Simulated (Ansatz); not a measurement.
Species: hydrogen sulfide, H₂S (charge 0, singlet). 
Structure (B3LYP-D3(BJ)/def2-TZVP (Ansatz, a program for electronic structure) minimum search):
```xyz
3

S      0.0018     0.0003     0.1031
H     -0.0075     0.9678    -0.8277
H     -0.0219    -0.9726    -0.8218
```
Charge 0, spin multiplicity 1.

Wanted: atomisation energy (electronic, to ground-state atoms), in kJ/mol. Correlated levels leave the core frozen unless marked. Open shells are spin-unrestricted. Spin-orbit coupling is left out. No relativistic terms. FCI takes restricted orbitals. The coupled-cluster limit lacks core correlation, which all-electron functionals hold. Basis-set limits of correlation are two-point, X^-3; Hartree-Fock from the larger set (for Q and 5 zeta extrapolated as (X+1)exp(-9√X)).

```json
[
 {"level": "HF/aug-cc-pV(T+d)Z", "program": "Ansatz", "atomisation energy (kJ/mol)": "541.4"},
 {"level": "HF/cc-pV(T+d)Z", "program": "Ansatz", "atomisation energy (kJ/mol)": "540.7"},
 {"level": "HF/def2-TZVPPD", "program": "Ansatz", "atomisation energy (kJ/mol)": "542.2"},
 {"level": "revPBE-D4/def2-TZVPD", "program": "Ansatz + dftd4", "atomisation energy (kJ/mol)": "750.3"}
]
```

Q: Estimate the value at CCSD(T)/CBS(cc-pV(Q+d)Z,cc-pV(5+d)Z) as computed with Ansatz.

A: 768.1 kJ/mol
